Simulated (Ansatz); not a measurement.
# singlet NCO+ at 6 levels

We compute a comparison of 6 runs (HF/STO-3G, B3LYP/STO-3G, CAM-B3LYP/STO-3G, MP2/STO-3G, CCSDTQ/STO-3G, FCI/STO-3G) of singlet NCO+. 

Program for the calculation: Ansatz 0.2.0.

66 further runs of the same task are left out: 13 that didn't finish, 53 set aside as unsound or not needed.

### 1 The molecule

NCO+: 3 atoms, total charge +1, spin state singlet. As SMILES of the parent species, `[N]=C=O`. The coordinates come from a PBE0-D4/def2-TZVP relaxation. That shape belongs to the parent species and isn't relaxed for this state.

Bond lengths: N1–C2 1.222 Å, C2–O3 1.171 Å. Angles: N1–C2–O3 180.0°.

### 2 A single-point energy at HF/STO-3G (run 1)

Input file in.yaml:

```yaml
crystal:
  periodic: [false, false, false]
  atoms:
    - symbol: "N"
      position_ang: [0.968200, 0.423100, 0.579200]
    - symbol: C
      position_ang: [-0.013800, -0.006000, -0.008300]
    - symbol: O
      position_ang: [-0.954400, -0.417100, -0.571000]
basis:
  gaussian:
    orbitals: STO-3G
total_charge: 1
hamiltonian:
  xc: hf
accuracy: high
```

The run is started by

```
ansatz run in.yaml --threads 1 --pin off --max-ram 2610MiB --events-out events.jsonl --progress --plain --runs-dir runs
```

Log:

```text
Warning: RAYON_NUM_THREADS=1 ignored (pool sized by the plan → 1); use --threads N
Functional definition: HF
  name "HF"
  exchange = exact_x
  correlation = 0
251 factors; integrals over basis functions are off by at most 2.2e-8 eV
mean field evaluation 1: about -4472.3382 eV, gradient 3.4e1 eV
mean field evaluation 2: about -4472.3700 eV, gradient 3.4e1 eV
mean field evaluation 4: about -4476.0146 eV, gradient 3.5e0 eV
mean field evaluation 8: about -4476.1327 eV, gradient 7.5e-2 eV
mean field evaluation 16: about -4476.1302 eV, gradient 1.4e-8 eV
mean field evaluation 32: about -4476.1302 eV, gradient 1.7e-8 eV
mean field evaluation 64: about -4476.1302 eV, gradient 4.1e-4 eV
mean field evaluation 96: about -4476.1302 eV, gradient 6.4e-6 eV
mean field evaluation 128: about -4476.1302 eV, gradient 4.2e-9 eV
mean field evaluation 160: about -4476.0217 eV, gradient 3.5e0 eV
mean field evaluation 192: about -4476.1425 eV, gradient 4.9e-2 eV
mean field evaluation 224: about -4475.9326 eV, gradient 5.5e0 eV
mean field -4476.13016409 eV, -164.4947495002 hartree, gradient 1.8e-8 eV, S^2 0.000000; 8 other end points of the search recorded, 0 dependent functions left out
reference -4476.13016409 eV, -164.4947495002 hartree; 10, 10 occupied and 5, 5 virtual orbitals, 251 factors
Total energy: -4476.13016409 eV, -164.4947495002 hartree
```

Wall time 0.7 s (1 thread of Intel Xeon Platinum 8375C at 2.90GHz (Ice Lake), shared host).

### 3 The energy at B3LYP/STO-3G (run 2)

Input file molecule.yaml:

```yaml
crystal:
  periodic: [false, false, false]
  atoms:
    - symbol: N
      position_ang: [0.968200, 0.423100, 0.579200]
    - symbol: C
      position_ang: [-0.013800, -0.006000, -0.008300]
    - symbol: O
      position_ang: [-0.954400, -0.417100, -0.571000]
basis:
  gaussian: {orbitals: STO-3G}
total_charge: 1
hamiltonian: {xc: {name: B3LYP}}
accuracy: high
```

The run is started by

```
ansatz run molecule.yaml --threads 1 --pin off --max-ram 2610MiB --events-out events.jsonl --progress --plain --runs-dir runs
```

Log:

```text
Warning: RAYON_NUM_THREADS=1 ignored (pool sized by the plan → 1); use --threads N
Functional definition: B3LYP
  name "B3LYP"
  parameter a0 = 0.2
  parameter ax = 0.72
  parameter ac = 0.81
  exchange = (1 - a0 - ax)*slater_x + ax*b88_x + a0*exact_x
  correlation = (1 - ac)*vwn_rpa_c + ac*lyp_c
251 factors; integrals over basis functions are off by at most 2.2e-8 eV
mean field evaluation 1: about -4495.8405 eV, gradient 2.6e1 eV
mean field evaluation 2: about -4484.1152 eV, gradient 7.3e1 eV
mean field evaluation 4: about -4497.7316 eV, gradient 4.1e0 eV
mean field evaluation 8: about -4497.7485 eV, gradient 5.2e-2 eV
mean field evaluation 16: about -4497.7486 eV, gradient 6.7e-8 eV
mean field evaluation 32: about -4497.7486 eV, gradient 5.8e-5 eV
mean field evaluation 64: about -4497.7486 eV, gradient 1.2e-6 eV
mean field -4497.74855017 eV, -165.2892105352 hartree, gradient 4.9e-8 eV, S^2 0.000000; 5 other end points of the search recorded, 0 dependent functions left out
reference -4497.74856687 eV, -165.2892111488 hartree; 10, 10 occupied and 5, 5 virtual orbitals, 251 factors
Total energy: -4497.74856687 eV, -165.2892111488 hartree
```

It took 16 s on 1 thread of Intel Xeon Platinum 8375C at 2.90GHz (Ice Lake), shared host.

Runs 3 to 4 aren't shown in full; the table further down has their settings and results.

### 4 A single-point energy at CCSDTQ/STO-3G (run 5)

Input file run.yaml:

```yaml
crystal:
  periodic: [false, false, false]
  atoms:
    - {symbol: N, position_ang: [0.968200, 0.423100, 0.579200]}
    - {symbol: C, position_ang: [-0.013800, -0.006000, -0.008300]}
    - {symbol: O, position_ang: [-0.954400, -0.417100, -0.571000]}
basis:
  gaussian: {orbitals: STO-3G}
scf: {omitted_lower_state_checks: [cluster_reference, increment]}
correlation: {method: ccsdtq, frozen_orbitals: {C: 1, "N": 1, O: 1}}
total_charge: 1
accuracy: high
```

The run is started by

```
ansatz run run.yaml --threads 1 --pin off --max-ram 2610MiB --events-out events.jsonl --progress --plain --runs-dir runs
```

Log:

```text
Warning: RAYON_NUM_THREADS=1 ignored (pool sized by the plan → 1); use --threads N
[... 17 lines left out ...]
3 core orbitals not correlated: weight in the atoms' cores, before any rotation towards them, 1.000 or more for the frozen orbitals, at most 0.000 for the correlated occupied ones
[... 48 lines left out ...]
WARN: these amplitudes may be one of several solutions (largest doubles amplitude 0.96, level shift 0.00 eV)
Total energy: -4482.46347359 eV, -164.7274943314 hartree
Checks for a lower state left out: cluster_reference, increment
```

Wall time 12 s (1 thread of Intel Xeon Platinum 8375C at 2.90GHz (Ice Lake), shared host); peak memory 0.28 GiB.

### 5 A single-point energy at FCI/STO-3G (run 6)

Input file job.yaml:

```yaml
crystal:
  periodic: [false, false, false]
  atoms:
    - {symbol: N, position_ang: [0.968200, 0.423100, 0.579200]}
    - {symbol: C, position_ang: [-0.013800, -0.006000, -0.008300]}
    - {symbol: O, position_ang: [-0.954400, -0.417100, -0.571000]}
basis:
  gaussian:
    orbitals: STO-3G
total_charge: 1
correlation:
  method: fci
  frozen_orbitals: {C: 1, "N": 1, O: 1}
accuracy: high
```

The run is started by

```
ansatz run job.yaml --threads 1 --pin off --max-ram 2610MiB --events-out events.jsonl --progress --plain --runs-dir runs
```

Log, cut to the lines that bear on the results:

```text
Warning: RAYON_NUM_THREADS=1 ignored (pool sized by the plan → 1); use --threads N
[... 2 set-up lines as earlier in the session ...]
[...]
251 factors; integrals over basis functions are off by at most 2.2e-8 eV
[...]
mean field -4476.13016409 eV, -164.4947495003 hartree, gradient 1.7e-8 eV, S^2 0.000000; 7 other end points of the search recorded, 0 dependent functions left out; unrestricted orbitals would lower it
unrestricted determinant -4477.84780926 eV, -164.5578717960 hartree, S^2 1.1784
3 core orbitals not correlated: weight in the atoms' cores, before any rotation towards them, 1.000 or more for the frozen orbitals, at most 0.000 for the correlated occupied ones
reference -4476.13016409 eV, -164.4947495003 hartree; 7, 7 occupied and 5, 5 virtual orbitals, 251 factors
state -4482.47285114 eV, -164.7278389502 hartree
Total energy: -4482.47285114 eV, -164.7278389502 hartree
```

It took 6.3 s on 1 thread of Intel Xeon Platinum 8375C at 2.90GHz (Ice Lake), shared host; peak memory 0.11 GiB.

### 6 The series

```csv
run,level,frozen core orbitals,energy (Eh),wall time
1,HF/STO-3G,–,-164.494750,0.7 s
2,B3LYP/STO-3G,–,-165.289211,16 s
3,CAM-B3LYP/STO-3G,–,-165.207960,4.2 s
4,MP2/STO-3G,3,-164.679593,0.51 s
5,CCSDTQ/STO-3G,3,-164.727494,12 s
6,FCI/STO-3G,3,-164.727839,6.3 s
```

### 7 Summary of results

```
                                          quantity          value
                               run 6: total energy  -164.72784 Eh
run 6: correlation energy (3 core orbitals frozen)     -233.1 mEh
```

**Reading.** Against full CI in this basis: HF +233.1 mEh; MP2 +48.2 mEh; CCSDTQ +0.3 mEh. Totals of different functionals can't be ranked against each other. In runs 4, 5 the log says that unrestricted orbitals would lower the reference, so the values rest on an unstable closed-shell determinant (other closed-shell runs at this shape may share the fault). In runs 1, 2, 3, 4, 5, 6 the basis is minimal, so the values are rough. All runs together took 40 s, the longest 16 s.
